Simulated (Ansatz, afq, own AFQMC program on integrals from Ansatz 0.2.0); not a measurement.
**CH3⁺, singlet in cc-pVDZ, levels against full CI**

```yaml
atoms:
  - { symbol: C, position_ang: [0.0000, 0.0000, 0.0000] }
  - { symbol: H, position_ang: [1.4145, 0.0180, -0.0003] }
  - { symbol: H, position_ang: [-0.7228, 1.2160, -0.0036] }
  - { symbol: H, position_ang: [-0.6917, -1.2340, 0.0039] }
```

Basis cc-pVDZ. Noble-gas cores (and the filled d shells of Ga–Kr and In–Xe) are frozen. AFQMC by an in-house program on the Cholesky factors that Ansatz 0.2.0 writes for its CCSD(T) run. The CISD trial takes its coefficients from CCSD amplitudes. Released means that phaseless walkers are propagated on without the constraint, phases kept. Error bars are statistical, one sigma.

Determinant: RHF, the one that the program's search chose, which needn't be the lowest solution. The geometry is a point of a scan.

Full CI on the same integrals is exact in this basis and with this determinant's frozen core.

The T1 diagnostic is 0.0088, the weight of the determinant in the CISD state is 0.918 and the size of the correlated space is 6 electrons in 28 orbitals.

```csv
level,correlation energy (eV)
MP2,-3.3122
CCSD,-4.0981
CCSD(T),-4.1886
```

(1) Estimate where AFQMC with the constraint released lies against CCSD(T) on the same integrals.

(1) 2.5 ± 0.2 kJ/mol below CCSD(T).

Reference: full CI, correlation energy -4.214 eV. The released energy is read at 2.40 1/Eh (meV from the phaseless value at times in 1/Eh: -3.2 ± 1.7 at 0.24, -6.2 ± 1.9 at 0.51, -7.0 ± 1.6 at 0.99, -7.9 ± 1.3 at 1.62, -9.8 ± 1.8 at 2.40).

```csv
level,E − E(reference) (kJ/mol),share of correlation (%)
CCSD(T),2.4,99.41
CCSDT,0.6,99.86
CCSDT(Q),0.1,99.98
CCSDTQ,0.0,99.99
ph-AFQMC/CISD,0.9 ± 0.2,99.79
released AFQMC,-0.1 ± 0.2,100.02
```

CCSDT and higher add their correlation energy to the determinant of the CCSD(T) run, since their own runs factorise the integrals more tightly (a shift of under 2 meV). A walk keeps the symmetry of its determinant, which the program's search chose and which needn't be the lowest solution, so a lower state of the same spin and another symmetry isn't excluded. Released energies are given only where the last usable release times agree within the noise; a slower fall can still hide under it.
